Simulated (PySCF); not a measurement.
**Two-dimensional NMR puzzle**

Compound of formula C4H5N. Correlations simulated from computed shifts and couplings:

HSQC (one-bond C–H):
| δH | δC | $^{1}J$(C,H) (Hz) |
| --- | --- | --- |
| 7.65 | 146.7 | 165 |
| 3.84 | 52.4 | 139 |
| 2.59 | 87.2 | 267 |

COSY cross peaks (|J| ≥ 2 Hz):
| δH | δH | abs. J (Hz) | bonds |
| --- | --- | --- | --- |
| 7.65 | 3.84 | 2.3 | 4 |
| 7.65 | 2.59 | 2.5 | 4 |

HMBC (two and three bonds, |J| ≥ 2.5 Hz):
| δH | δC [abs. J in Hz] |
| --- | --- |
| 7.65 | 87.2 [4.8], 86.2 [13.8], 52.4 [14.8] |
| 3.84 | 146.7 [11.2] |
| 2.59 | 146.7 [5.2], 86.2 [50.7] |

Carbons without hydrogens: δ 86.2.

[PySCF 2.14: GFN2-xTB structure; shielding tensors at PBE0/pcSseg-1 (GIAO); couplings computed with B3LYP/pcJ-1 (spin–dipole term only in couplings to heteroatoms); non-relativistic; averaged over atoms made equivalent by symmetry, fast rotation or ring inversion; no solvent model; a single conformation]

Shifts are taken against calculated references (same method and geometry level): $^{1}$H, $^{13}$C vs TMS.

Exchangeable hydrogens are left out of these lists, and C,H couplings along chains are those of one rotamer, so weak HMBC peaks may be missing or extra.

Q: Assemble the structure.

A: `InChI=1S/C4H5N/c1-3-4-5-2/h1,4H,2H3/b5-4+`.

Atom-mapped SMILES (the numbers label the heavy atoms): `[CH:1]#[C:2]/[CH:3]=[N:4]/[CH3:5]`; H(Xn) means a hydrogen on atom n.

1. δC 146.7 is C3, a C=N carbon (δH 7.65).
2. δC 87.2 is C1, a terminal alkyne carbon (δH 2.59).
3. δC 86.2 is C2, an alkyne carbon.
4. δC 52.4 is C5, a methyl carbon bonded to N (δH 3.84).
5. HMBC from δH 7.65 reaches the proton-free carbon C2.
6. HMBC from δH 2.59 reaches the proton-free carbon C2.
7. COSY links 7.65–3.84, 7.65–2.59.

Shifts are as computed. Against solution values, carbons near 30 ppm lie about +3 ppm off and those near 130 ppm about +5 ppm. Of 1211 compounds with measured shifts, 218 miss one by over three times the rms of a fit or turn the order of signals round; such compounds aren't used in these exercises.
